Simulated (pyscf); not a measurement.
H₂N–GaH₂ -> H₂N–Ga [singlet] + hydrogen (H₂), a 1,1-elimination (singlet surface; Ga–H, Ga–H broken, H–H formed). Single points on ωB97X-D3(BJ)/def2-SVP structures (PySCF, gas phase). Energies in kJ/mol from the reactant's lowest minimum found.

Small-basis levels: PySCF, no dispersion term, spherical d functions. AM1 to PM7: differences of heats of formation from MOPAC, which are fitted to 298 K values and so differ in kind from electronic energies by zero-point and thermal terms. GFN2-xTB: tblite. 

| level | barrier | reaction energy |
|---|---|---|
| HF/6-31G*+LANL2DZ | 376.2 | +56.6 |
| BP86/6-31G*+LANL2DZ | 278.5 | +55.6 |
| B3LYP/STO-3G | 245.5 | +293.2 |
| PBE/def2-SVP | … | +59.2 |
| GFN2-xTB | 257.9 | +13.4 |
| AM1 | 46.4 | -160.0 |
| PM3 | 89.7 | -140.8 |
| PM6 | 282.2 | -68.3 |
| PM7 | … | -47.8 |
| ωB97M-D3(BJ)/def2-TZVP | … | +52.6 |

**Question.** What belongs in the gaps?

**Answer.** 
- PBE/def2-SVP, barrier: 255.4
- PM7, barrier: 338.6
- ωB97M-D3(BJ)/def2-TZVP, barrier: 297.1

Against the last row the barrier runs from -250.7 (AM1) to +79.1 kJ/mol (HF/6-31G*+LANL2DZ). At B3LYP/STO-3G this geometry lies under one side, so the entry may be no barrier of that level: it is a single point on another level's saddle. ωB97M-D3(BJ)/def2-TZVP has limits of its own. The same reactants have a lower exit, to NH₃ + GaH [singlet] (barrier +274.4 kJ/mol at ωB97M-D3(BJ)/def2-TZVP, against +297.1 kJ/mol here). One saddle was located; it need not be the lowest between these sides. In the def2 sets elements up to Kr have no core potential.
